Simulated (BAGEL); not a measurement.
# ROHF/def2-SVPD (density fitting with qzvpp-jkfit) run of Si2H5O (SMILES O[SiH2][SiH2])

Aim: the energy change on altering one bond length of Si2H5O at ROHF/def2-SVPD (density fitting with qzvpp-jkfit), from 2 runs. 

The calculation is run with BAGEL 1.2.2.

2 further runs of the same task are left out: 1 that didn't finish, 1 set aside as unsound or not needed.

## Step 1: The system as given

The species is Si2H5O (8 atoms), meant as a doublet with charge 0. As SMILES, `O[SiH2][SiH2]`. The coordinates come from a PBE0-D4/def2-TZVP relaxation. This is one conformer, not always the lowest.

Bond lengths: O1–Si2 1.652 Å, Si2–Si3 2.337 Å, O1–H4 0.958 Å, Si2–H5 1.483 Å, Si2–H6 1.494 Å, Si3–H7 1.490 Å, Si3–H8 1.491 Å. Angles: O1–Si2–Si3 111.8°, O1–Si2–H5 106.1°, O1–Si2–H6 110.6°, Si3–Si2–H5 109.1°, Si3–Si2–H6 110.3°, Si2–O1–H4 117.8°, Si2–Si3–H7 114.2°, Si2–Si3–H8 114.7°, H5–Si2–H6 108.7°, H7–Si3–H8 109.3°.

## Step 2: The energy at ROHF/def2-SVPD (density fitting with qzvpp-jkfit)

The input, job.json:

```json
{ "bagel" : [

{
  "title" : "molecule",
  "basis" : "def2-svpd.json",
  "df_basis" : "qzvpp-jkfit",
  "angstrom" : true,
  "geometry" : [
    { "atom" : "O", "xyz" : [   -1.163500,   -0.090700,   -1.552200 ] },
    { "atom" : "Si", "xyz" : [    0.158800,    0.412900,   -0.700400 ] },
    { "atom" : "Si", "xyz" : [    0.537500,   -0.917400,    1.183100 ] },
    { "atom" : "H", "xyz" : [   -2.016900,   -0.043900,   -1.119900 ] },
    { "atom" : "H", "xyz" : [    1.313200,    0.288100,   -1.622700 ] },
    { "atom" : "H", "xyz" : [    0.014600,    1.845600,   -0.303300 ] },
    { "atom" : "H", "xyz" : [    1.822400,   -0.633100,    1.882000 ] },
    { "atom" : "H", "xyz" : [   -0.574000,   -0.918600,    2.177600 ] }
  ]
},
{ "title" : "rohf", "nopen" : 1 },
{ "title" : "print", "file" : "orbitals.molden", "orbitals" : true }

]}
```

The basis set def2-SVPD is read from a file made from the Basis Set Exchange's data (not shown).

Started as:

```sh
$ BAGEL_NUM_THREADS=1 BAGEL job.json > job.out
```

Log:

```text
* using 1 threads per process

  ===============================================================
  ===============================================================

  *** Geometry ***

  { "atom" : "O", "xyz" : [     -2.198696,     -0.171398,     -2.933233 ] },
  { "atom" : "Si", "xyz" : [      0.300089,      0.780268,     -1.323564 ] },
  { "atom" : "Si", "xyz" : [      1.015728,     -1.733635,      2.235735 ] },
  { "atom" : "H", "xyz" : [     -3.811389,     -0.082959,     -2.116304 ] },
  { "atom" : "H", "xyz" : [      2.481588,      0.544430,     -3.066459 ] },
  { "atom" : "H", "xyz" : [      0.027590,      3.487679,     -0.573154 ] },
  { "atom" : "H", "xyz" : [      3.443837,     -1.196386,      3.556465 ] },
  { "atom" : "H", "xyz" : [     -1.084703,     -1.735902,      4.115068 ] },

  Number of auxiliary basis functions:      423

  Since a DF basis is specified, we compute 2- and 3-index integrals:
    o Being stored without compression. Storage requirement is 0.042 GB

  Number of basis functions:      111
  Number of electrons      :       41

    * METHOD: MOLECULE                             0.16

  *** Open-shell HF ***

  === Nuclear Repulsion ===
   143.9263347418

      * DIIS with orbital gradients will be used.

  === ROHF iteration (def2-svpd.json) ===
      0       -655.17308781          0.03679144           0.12
      1       -655.29826741          0.02909166           0.12
      2       -655.35310393          0.01850060           0.12
      3       -655.39900083          0.00151801           0.12
      4       -655.39985643          0.00051966           0.12
      5       -655.40008208          0.00022634           0.12
      6       -655.40014541          0.00005628           0.12
      7       -655.40018378          0.00001688           0.12
      8       -655.40019017          0.00000658           0.12
      9       -655.40019117          0.00000268           0.12
     10       -655.40019146          0.00000154           0.12
     11       -655.40019150          0.00000053           0.12
     12       -655.40019152          0.00000017           0.12
     13       -655.40019153          0.00000007           0.12
     14       -655.40019153          0.00000003           0.12
     15       -655.40019153          0.00000001           0.12
     16       -655.40019153          0.00000001           0.12
    * SCF iteration converged.

    * S^2 (ROHF) is 0.7500

    * Permanent dipole moment:
           (    0.299820,    -0.174027,    -0.392745) a.u.

    * METHOD: ROHF                                 2.18

    * METHOD: PRINT                                0.02

  ===============================================================
```

Wall time 2.5 s (1 thread of Arm Neoverse V2, shared host); peak memory 0.13 GiB.

## Step 3: The distorted shape

The input, job.json:

```json
{ "bagel" : [

{
  "title" : "molecule",
  "basis" : "def2-svpd.json",
  "df_basis" : "qzvpp-jkfit",
  "angstrom" : true,
  "geometry" : [
    { "atom" : "O", "xyz" : [   -1.617943,    1.505669,   -3.812413 ] },
    { "atom" : "Si", "xyz" : [   -0.295643,    2.009269,   -2.960613 ] },
    { "atom" : "Si", "xyz" : [    0.537500,   -0.917400,    1.183100 ] },
    { "atom" : "H", "xyz" : [   -2.471343,    1.552469,   -3.380113 ] },
    { "atom" : "H", "xyz" : [    0.858757,    1.884469,   -3.882913 ] },
    { "atom" : "H", "xyz" : [   -0.439843,    3.441969,   -2.563513 ] },
    { "atom" : "H", "xyz" : [    1.822400,   -0.633100,    1.882000 ] },
    { "atom" : "H", "xyz" : [   -0.574000,   -0.918600,    2.177600 ] }
  ]
},
{
  "title" : "rohf",
  "nopen" : 1
},
{
  "title" : "print",
  "file" : "orbitals.molden",
  "orbitals" : true
}

]}
```

The basis set def2-SVPD is read from a file made from the Basis Set Exchange's data (not shown).

Started as:

```sh
$ BAGEL_NUM_THREADS=1 BAGEL job.json > job.out
```

Log:

```text
* using 1 threads per process

  ===============================================================
  ===============================================================

  *** Geometry ***

  { "atom" : "O", "xyz" : [     -3.057469,      2.845302,     -7.204416 ] },
  { "atom" : "Si", "xyz" : [     -0.558684,      3.796968,     -5.594748 ] },
  { "atom" : "Si", "xyz" : [      1.015728,     -1.733635,      2.235735 ] },
  { "atom" : "H", "xyz" : [     -4.670161,      2.933741,     -6.387488 ] },
  { "atom" : "H", "xyz" : [      1.622816,      3.561130,     -7.337642 ] },
  { "atom" : "H", "xyz" : [     -0.831183,      6.504379,     -4.844337 ] },
  { "atom" : "H", "xyz" : [      3.443837,     -1.196386,      3.556465 ] },
  { "atom" : "H", "xyz" : [     -1.084703,     -1.735902,      4.115068 ] },

  Number of auxiliary basis functions:      423

  Since a DF basis is specified, we compute 2- and 3-index integrals:
    o Being stored without compression. Storage requirement is 0.042 GB

  Number of basis functions:      111
  Number of electrons      :       41

    * METHOD: MOLECULE                             0.16

  *** Open-shell HF ***

  === Nuclear Repulsion ===
   105.7255787866

      * DIIS with orbital gradients will be used.

  === ROHF iteration (def2-svpd.json) ===
      0       -655.07897773          0.03563628           0.12
      1       -655.19978766          0.02940608           0.12
      2       -655.25702956          0.01913514           0.12
      3       -655.30814566          0.00137730           0.12
      4       -655.30901588          0.00039502           0.12
      5       -655.30919975          0.00011558           0.12
      6       -655.30924301          0.00002645           0.12
      7       -655.30925647          0.00001068           0.12
      8       -655.30925783          0.00000468           0.12
      9       -655.30925818          0.00000189           0.12
     10       -655.30925822          0.00000103           0.12
     11       -655.30925823          0.00000036           0.12
     12       -655.30925822          0.00000016           0.12
     13       -655.30925821          0.00000008           0.12
     14       -655.30925821          0.00000004           0.12
     15       -655.30925821          0.00000002           0.12
     16       -655.30925821          0.00000001           0.12
    * SCF iteration converged.

    * S^2 (ROHF) is 0.7500

    * Permanent dipole moment:
           (    0.263773,    -0.125305,    -0.787994) a.u.

    * METHOD: ROHF                                 2.17

    * METHOD: PRINT                                0.02

  ===============================================================
```

Run time: 2.5 s. Hardware: 1 thread of Arm Neoverse V2, shared host; peak memory 0.13 GiB.

## Step 4: Outcome

Level: ROHF/def2-SVPD (density fitting with qzvpp-jkfit).

```
                                                           quantity          value
                                          first shape: total energy  -655.40019 Eh
                                         first shape: dipole moment         1.33 D
                                                  first shape: ⟨S²⟩          0.750
                                      distorted shape: total energy  -655.30926 Eh
                                     distorted shape: dipole moment         2.14 D
                                              distorted shape: ⟨S²⟩          0.750
energy change with the Si2–Si3 bond stretched from 2.337 to 5.141 Å       2.474 eV
```

What this shows: With the Si2–Si3 bond stretched from 2.337 to 5.141 Å the energy rises by 2.47 eV (57 kcal/mol). The first shape isn't relaxed at this level, so the change isn't measured from a minimum.
